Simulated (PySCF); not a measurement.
# N: ionisation energy

N [He] 2s2 2p3 (4S) → N⁺ [He] 2s2 2p2 (3P), as a difference of total energies. Calculation: PySCF 2.14, in aug-cc-pVTZ-DK (5s4p3d2f, 46 functions); scalar relativity by spin-free X2C-1e. Correlated levels: valence: 1s2 frozen. The calculations carry no spin-orbit coupling.

**Question.** Order these methods by the ionisation energy they give, lowest first.
A. PBEsol
B. UHF
C. SCS-MP2 (valence)
D. M06-2X

**Answer.** B (13.890 eV), C (14.326 eV), D (14.563 eV), A (14.742 eV).

A first-order spin-orbit estimate (lowest level to lowest level, LS coupling) adds -0.011 eV.

Errors of the correlated levels include the incompleteness of this basis and the frozen core.

For comparison: 14.534 eV (measured; NIST Atomic Spectra Database, ionization energies).
